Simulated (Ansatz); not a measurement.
# BH₂− (triplet): the correlation ladder at scale of all distances = 1.323, 6-31++G**

How much of the correlation energy of BH₂− (triplet) does each wave-function method recover here?

Computed with Ansatz 0.2.0, Gaussian basis. Level: 6-31++G**, core rule «outside noble gas», up to 1 orbitals frozen.

The runs, in order: UHF; CCSD(T) on ROHF; CCSD(T) on UHF; BCCD(T) on ROHF; CISD; CCSDT(Q) on ROHF; CCSDT(Q) on UHF; CASSCF and MRCISD+Q, 4 electrons in 4 orbitals; CASSCF and NEVPT2, 4 electrons in 4 orbitals; CASSCF and MRCISD+Q, 6 electrons in 6 orbitals; CASSCF and NEVPT2, 6 electrons in 6 orbitals; Full CI.

17 further runs of the same task are left out: 12 that didn't finish, 5 set aside as unsound or not needed.

## 1. The geometry

The geometry derives from a PBE0/def2-TZVPD stationary point (not a proven minimum). All distances are scaled together.

3 atoms, charge -1, spin multiplicity 3.

Atoms are counted from 1 here; the program's logs count them from 0.

No contacts short enough for the rule that draws bonds.

Geometry (Å):

```xyz
3

B     0.00000   -0.10835    0.00000
H     0.00000    0.58105   -1.44349
H     0.00000    0.58105    1.44349
```

## 2. UHF

The input, in.yaml:

```yaml
crystal:
  periodic: [false, false, false]
  atoms:
    - {symbol: B, position_ang: [0.000000, -0.108346, 0.000000]}
    - {symbol: H, position_ang: [0.000000, 0.581049, -1.443490]}
    - {symbol: H, position_ang: [0.000000, 0.581049, 1.443490]}
basis:
  gaussian: {orbitals: "6-31++G**"}
total_charge: -1
magnetization: {spin_polarized: true, initial_magnetization: 2}
hamiltonian: {xc: hf}
output: {orbitals: {seedname: orbitals}}
```

Run with:

```console
$ ansatz run in.yaml --threads 1 --pin off --events-out ev --progress --plain --max-ram 2393MiB
```

After this run come: CCSD(T) on ROHF; CCSD(T) on UHF; BCCD(T) on ROHF; CISD; CCSDT(Q) on ROHF; CCSDT(Q) on UHF; CASSCF and MRCISD+Q, 4 electrons in 4 orbitals; CASSCF and NEVPT2, 4 electrons in 4 orbitals; CASSCF and MRCISD+Q, 6 electrons in 6 orbitals; CASSCF and NEVPT2, 6 electrons in 6 orbitals; Full CI.

**Question.** What will the summary of the whole plan be? Wanted: FCI below the RHF energy; RMP2 from FCI; UMP2 from FCI; RCCSD from FCI; RCCSD(T) from FCI; UCCSD(T) from FCI; RCCSDT(Q) from FCI; UCCSDT(Q) from FCI; NEVPT2 pair from FCI.

**Answer**, as computed:

| quantity | value |
| --- | --- |
| FCI below the RHF energy | -2.9179 eV |
| RMP2 from FCI | +706.2 meV |
| UMP2 from FCI | +708.9 meV |
| RCCSD from FCI | +124.2 meV |
| RCCSD(T) from FCI | +28.7 meV |
| UCCSD(T) from FCI | +28.9 meV |
| RCCSDT(Q) from FCI | +0.8 meV |
| UCCSDT(Q) from FCI | +0.2 meV |
| NEVPT2 pair from FCI | +629.8 meV |
| MRCISD+Q pair from FCI | +16.9 meV |
| NEVPT2 valence from FCI | +465.4 meV |
| levels within 1 kcal/mol (43 meV) | RCCSD(T), UCCSD(T), BCCD(T), RCCSDT, UCCSDT, RCCSDT(Q), UCCSDT(Q), MRCISD+Q pair, MRCISD+Q valence |
| T1 diagnostic | 0.030 |
| effectively unpaired electrons | 2.05 |

**Reading.** RCCSD(T) lands +28.7 meV from the yardstick (1.0 % of the correlation energy). One determinant dominates. Of the multireference levels listed MRCISD+Q pair comes nearest in total energy (+16.9 meV), which doesn't show that its space is the better one. These misses are within one basis, not against nature; the frozen cores of restricted and unrestricted runs differ, which can shift their rows.
